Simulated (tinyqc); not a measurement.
Orbital energy against energy difference: ionisation energy by orbital energies and by energy differences in the 6-31g basis, for NH3, spin multiplicity 1. Computed by the program tinyqc with PySCF. The cation is unrestricted; errors are against CCSD(T) in this basis, not against experiment.

Geometry (angstrom):
```
atom        x        y       z
N      0.0000   0.0000  0.0370
H      0.9540   0.0000  0.0000
H     -0.4770   0.8260  0.0000
H     -0.4770  -0.8260  0.0000
```

CCSD(T) difference in the same basis = 9.1695 eV

IP-EOM-CCSD = 9.0334 eV

First vertical ionisation energy (eV):
```
method     -e(HOMO)  E(cation) - E  error of -e(HOMO)  error of the difference
HF           10.463        8.47460              1.294                   -0.695
LDA           4.595       10.14476             -4.575                    0.975
B3LYP         5.937        9.89284             -3.233                    0.723
PBE0          6.254        9.78924             -2.915                    0.620
CAM-B3LYP     7.763        9.89999             -1.406                    0.731
LC-wPBE       9.312        9.93763              0.142                    0.768
```

Estimate the missing row, method = PBE.

Computed row:
```
method  -e(HOMO)  E(cation) - E  error of -e(HOMO)  error of the difference
PBE        4.509        9.84445             -4.660                    0.675
```

Koopmans errs by +1.29 eV and Delta-HF by -0.69 eV: relaxation, 1.99 eV, lowers the value and the missing correlation difference works against it. The PBE level is off by -4.7 eV through the wrong tail of its potential, though its energy difference is off by +0.67 eV; exact exchange deepens the level, and among the orbital energies LC-wPBE comes closest; among the differences PBE0 does.
